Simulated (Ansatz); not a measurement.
Start from V in the bcc (W type) structure (space group Im-3m, No. 229; a = 2.997 Å).

Calculations: PBE, PAW, 420 eV (Ansatz, a program for electronic structure; scalar-relativistic without spin-orbit coupling).

It is then changed as follows: every V is replaced by Nb, then cell and atoms are relaxed.

Measured lattice parameter a: V 3.021 Å (static lattice; corrected from measurement; as listed in Daniel Mejia-Rodriguez, S. B. Trickey, Phys. Rev. B (2018)); Nb 3.294 Å (static lattice; corrected from measurement; as listed in Daniel Mejia-Rodriguez, S. B. Trickey, Phys. Rev. B (2018)).

Problem. How well does PBE reproduce the measured shift?

Solution. With PBE the lattice parameter a moves by +0.312 Å (2.997 → 3.310) against +0.273 Å measured.

No phonon test of stability was made. Starting moments died away, wholly or in part, for the base; another magnetic solution may exist. All final runs are without spin polarisation.
